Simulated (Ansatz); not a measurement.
Geometry optimisation, Ansatz, RKS B3LYP/def2-TZVP.

Input file:

```yaml
crystal:
  periodic: [false, false, false]
  atoms:
    - { symbol: B, position_ang: [0.0, 0.0, 0.0] }
    - { symbol: O, position_ang: [0.0, 0.0, 1.41] }
    - { symbol: H, position_ang: [-0.9095, -0.2814, 1.7471] }
    - { symbol: F, position_ang: [1.1431, 0.0, -0.66] }
    - { symbol: H, position_ang: [-1.0305, 0.0, -0.595] }
basis:
  gaussian: { orbitals: def2-TZVP }
hamiltonian:
  xc: b3lyp
relax:
  f_tol: 0.02
  max_steps: 40
```

Command:

```bash
$ ansatz run input.yaml --threads 4 --pin off --max-ram 5120MiB --backend cpu --events-out ev --progress --plain --runs-dir out
```

Problem. Where does it end, and by what steps?

Solution. The run converged. After 5 steps the energy has fallen by 0.169 eV; O2 moved furthest, 0.12 Å.

| step | energy less start (eV) | largest force component (eV/Å) | accepted |
| --- | --- | --- | --- |
| 0 | 0.0000 | 1.916 | yes |
| 1 | -0.1085 | 1.589 | yes |
| 2 | -0.1557 | 0.533 | yes |
| 3 | -0.1684 | 0.238 | yes |
| 4 | -0.1692 | 0.067 | yes |
| 5 | -0.1693 | 0.017 | yes |

```xyz
5
Properties=species:S:1:pos:R:3
B -0.027 -0.028 0.015
O -0.001 -0.113 1.361
H -0.873 -0.173 1.764
F 1.138 0.059 -0.613
H -1.034 -0.027 -0.625
```

Whether the end is a true minimum wasn't checked by a vibrational analysis.

The run took 4.3 s on 4 threads of Arm Neoverse V1, on a shared host, peak memory 0.15 GiB.
